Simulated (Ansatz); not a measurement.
One change: `BB` becomes `BBN`.

Ansatz, PBE0-D4/def2-TZVP geometries, multiplicity 1. Each molecule was computed in one conformer, which needn't be the lowest.

```json
{"property": "LUMO energy (PBE0/def2-TZVPP) / eV", "`BB`": "-1.67"}
{"property": "zero-point energy (PBE0-D4/def2-TZVP) / kJ/mol", "`BB`": "100.8"}
{"property": "LUMO energy (PBE/def2-TZVPP) / eV", "`BB`": "-2.70"}
{"property": "LUMO energy (B3LYP/def2-TZVPP) / eV", "`BB`": "-1.90"}
{"property": "HOMO–LUMO gap (PBE/def2-TZVPP) / eV", "`BB`": "4.59"}
{"property": "ideal-gas entropy at 298 K and 1 bar (rigid rotor, harmonic PBE0-D4/def2-TZVP) / J/(mol·K)", "`BB`": "232"}
```

(1) Give the same properties after the change, and the shifts. (Best estimate.)

Answers

(1) Computed: 
| property | `BBN` | shift |
| --- | --- | --- |
| LUMO energy (PBE0/def2-TZVPP) / eV | -1.55 | 0.12 |
| zero-point energy (PBE0-D4/def2-TZVP) / kJ/mol | 156.4 | 55.6 |
| LUMO energy (PBE/def2-TZVPP) / eV | -2.56 | 0.14 |
| LUMO energy (B3LYP/def2-TZVPP) / eV | -1.79 | 0.11 |
| HOMO–LUMO gap (PBE/def2-TZVPP) / eV | 3.99 | -0.60 |
| ideal-gas entropy at 298 K and 1 bar (rigid rotor, harmonic PBE0-D4/def2-TZVP) / J/(mol·K) | 272 | 40 |

With PBE0 the HOMO rises by 0.77 eV and the LUMO rises by 0.12 eV, so the gap narrows by about 0.65 eV. PBE moves the HOMO by 0.74 eV and ωB97M-V by 0.80 eV. The zero-point energy changes by 55.6 kJ/mol with +6 modes.

B3LYP here is the variant with VWN-RPA as its local correlation; programs differ in this.
